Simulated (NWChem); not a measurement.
The numbers come from NWChem runs, not from measurements. System: CH$_{4}$O, charge 0, spin multiplicity 1, displaced from the optimised geometry. Level: B3LYP/def2-TZVP, VWN1-RPA local correlation.

Job file:

```
start mol
memory heap 200 mb stack 800 mb global 1000 mb
geometry units angstroms nocenter noautoz
  C      0.623416    -0.239021     0.000000
  O     -0.679823     0.370771     0.000000
  H      0.829180    -0.881718     0.919699
  H      1.389199     0.593771     0.000000
  H      0.829180    -0.881718    -0.919699
  H     -1.349471    -0.362375     0.000000
  symmetry group Cs
end
basis spherical
  * library def2-tzvp
end
dft
  xc b3lyp
  semidirect memsize 60000000 filesize 0
  iterations 100
  grid xcoarse
end
task dft gradient
```

NWChem printed:

```
             Northwest Computational Chemistry Package (NWChem) 7.3.0
             --------------------------------------------------------

                                NWChem Input Module
                                -------------------

 Scaling coordinates for geometry "geometry" by  1.889725989
 (inverse scale =  0.529177249)

 Turning off AUTOSYM since
 SYMMETRY directive was detected!

                             Geometry "geometry" -> ""
                             -------------------------

 Output coordinates in angstroms (scale by  1.889725989 to convert to a.u.)

  No.       Tag          Charge          X              Y              Z
 ---- ---------------- ---------- -------------- -------------- --------------
    1 C                    6.0000     0.62341600    -0.23902100     0.00000000
    2 O                    8.0000    -0.67982300     0.37077100     0.00000000
    3 H                    1.0000     0.82918000    -0.88171800     0.91969900
    4 H                    1.0000     1.38919900     0.59377100     0.00000000
    5 H                    1.0000     0.82918000    -0.88171800    -0.91969900
    6 H                    1.0000    -1.34947100    -0.36237500     0.00000000

 Effective nuclear repulsion energy (a.u.)      39.3261930288

            Nuclear Dipole moment (a.u.)
            ----------------------------
        X                 Y               Z
 ---------------- ---------------- ----------------
    -0.0000000000     0.0000037795     0.0000000000

      Symmetry information
      --------------------

 Group name             Cs
 Group number              2
 Group order               2
 No. of unique centers     5

      Symmetry unique atoms

     1    2    3    4    6


 Summary of "ao basis" -> "" (spherical)
 ------------------------------------------------------------------------------
       Tag                 Description            Shells   Functions and Types
 ---------------- ------------------------------  ------  ---------------------
 *                         def2-tzvp                  on all atoms

                                 NWChem DFT Module
                                 -----------------

 Summary of "ao basis" -> "ao basis" (spherical)
 ------------------------------------------------------------------------------
       Tag                 Description            Shells   Functions and Types
 ---------------- ------------------------------  ------  ---------------------
 C                         def2-tzvp                11       31   5s3p2d1f
 O                         def2-tzvp                11       31   5s3p2d1f
 H                         def2-tzvp                 4        6   3s1p

 Summary of "ao basis" -> "ao basis" (spherical)
 ------------------------------------------------------------------------------
       Tag                 Description            Shells   Functions and Types
 ---------------- ------------------------------  ------  ---------------------
 C                         def2-tzvp                11       31   5s3p2d1f
 O                         def2-tzvp                11       31   5s3p2d1f
 H                         def2-tzvp                 4        6   3s1p

      Symmetry analysis of basis
      --------------------------

        a'         58
        a"         28

            General Information
            -------------------
          SCF calculation type: DFT
          Wavefunction type:  closed shell.
          No. of atoms     :     6
[...]
  ----- ------------  ---------------      ----- ------------  ---------------
     5      3.306222  1 C  s                 65     -1.488588  3 H  s
    77     -1.488588  5 H  s                 71     -1.430433  4 H  s
    36     -1.026010  2 O  s                 83      0.456080  6 H  s
    44      0.249230  2 O  py                 4      0.242544  1 C  s
     3      0.229377  1 C  s                 43     -0.200485  2 O  px

 Vector   12  Occ=0.000000D+00  E= 1.052807D-01  Symmetry=a'
              MO Center=  1.2D+00,  3.2D-01,  5.8D-16, r^2= 4.2D+00
   Bfn.  Coefficient  Atom+Function         Bfn.  Coefficient  Atom+Function
  ----- ------------  ---------------      ----- ------------  ---------------
    71      2.492333  4 H  s                 12     -1.200870  1 C  px
    13     -0.952132  1 C  py                65     -0.897965  3 H  s
    77     -0.897965  5 H  s                 83     -0.625494  6 H  s
    36     -0.368346  2 O  s                 43     -0.296781  2 O  px
     7     -0.217795  1 C  py                44      0.189675  2 O  py

 center of mass
 --------------
 x =  -0.09920850 y =   0.08958046 z =   0.00000000

 moments of inertia (a.u.)
 ------------------
          23.469247835205          21.031973930054           0.000000000000
          21.031973930054          67.274438331240           0.000000000000
           0.000000000000           0.000000000000          78.566856847360

     Multipole analysis of the density
     ---------------------------------

     L   x y z        total         alpha         beta         nuclear
     -   - - -        -----         -----         ----         -------
     0   0 0 0     -0.000000     -9.000000     -9.000000     18.000000

     1   1 0 0      0.094577      0.047289      0.047289     -0.000000
     1   0 1 0     -0.664900     -0.332452     -0.332452      0.000004
     1   0 0 1     -0.000000     -0.000000     -0.000000      0.000000

     2   2 0 0     -8.561026    -24.198454    -24.198454     39.835881
     2   1 1 0      1.497770      6.210563      6.210563    -10.923356
     2   1 0 1      0.000000      0.000000      0.000000      0.000000
     2   0 2 0    -10.326288    -11.379096    -11.379096     12.431904
     2   0 1 1      0.000000      0.000000      0.000000      0.000000
     2   0 0 2    -10.461415     -8.251279     -8.251279      6.041143

            General Information
            -------------------
          SCF calculation type: DFT
          Wavefunction type:  closed shell.
          No. of atoms     :     6
          No. of electrons :    18
           Alpha electrons :     9
            Beta electrons :     9
          Charge           :     0
          Spin multiplicity:     1
          Use of symmetry is: on ; symmetry adaption is: on
          Maximum number of iterations: 100
          AO basis - number of functions:    86
                     number of shells:    38
          Convergence on energy requested:  1.00D-06
          Convergence on density requested:  1.00D-05
          Convergence on gradient requested:  5.00D-04

              XC Information
              --------------
                         B3LYP Method XC Potential
                     Hartree-Fock (Exact) Exchange  0.200
                        Slater Exchange Functional  0.800 local
                    Becke 1988 Exchange Functional  0.720 non-local
              Lee-Yang-Parr Correlation Functional  0.810
                  VWN I RPA Correlation Functional  0.190 local

             Grid Information
             ----------------
          Grid used for XC integration:  xcoarse
          Radial quadrature: Mura-Knowles
          Angular quadrature: Lebedev.
          Tag              B.-S. Rad. Rad. Pts. Rad. Cut. Ang. Pts.
          ---              ---------- --------- --------- ---------
          C                   0.70       21           7.0       194
          O                   0.60       21           7.0       194
          H                   0.35       21           8.0       194
          Grid pruning is: on
          Number of quadrature shells:   105
          Spatial weights used:  Erf1

          Convergence Information
          -----------------------
          Convergence aids based upon iterative change in
          total energy or number of iterations.
          Levelshifting, if invoked, occurs when the
          HOMO/LUMO gap drops below (HL_TOL):  1.00D-02
          DIIS, if invoked, will attempt to extrapolate
          using up to (NFOCK): 10 stored Fock matrices.

                    Damping( 0%)  Levelshifting(0.5)       DIIS
                  --------------- ------------------- ---------------
          dE  on:    start            ASAP                start
          dE off:    2 iters        100 iters           100 iters

      Screening Tolerance Information
      -------------------------------
          Density screening/tol_rho:  1.00D-10
          AO Gaussian exp screening on grid/accAOfunc:  14
          CD Gaussian exp screening on grid/accCDfunc:  20
          XC Gaussian exp screening on grid/accXCfunc:  20
          Schwarz screening/accCoul:  1.00D-08

                            NWChem DFT Gradient Module
                            --------------------------

  charge          =   0.00
  wavefunction    = closed shell

  Using symmetry

                         DFT ENERGY GRADIENTS

    atom               coordinates                        gradient
                 x          y          z           x          y          z
   1 C       1.178085  -0.451684   0.000000   -0.017998   0.003780   0.000000
   2 O      -1.284679   0.700656   0.000000    0.001024   0.028569   0.000000
   3 H       1.566923  -1.666205   1.737979    0.007784  -0.014350   0.018705
   4 H       2.625205   1.122064   0.000000    0.018210   0.016039   0.000000
   5 H       1.566923  -1.666205  -1.737979    0.007784  -0.014350  -0.018705
   6 H      -2.550130  -0.684789   0.000000   -0.016806  -0.019689   0.000000

                 ----------------------------------------
                 |  Time  |  1-e(secs)   |  2-e(secs)   |
                 ----------------------------------------
                 |  CPU   |       0.01   |       2.89   |
                 ----------------------------------------
                 |  WALL  |       0.01   |       2.89   |
                 ----------------------------------------

 Task  times  cpu:        4.3s     wall:        4.3s

 Total times  cpu:        4.3s     wall:        4.3s
```
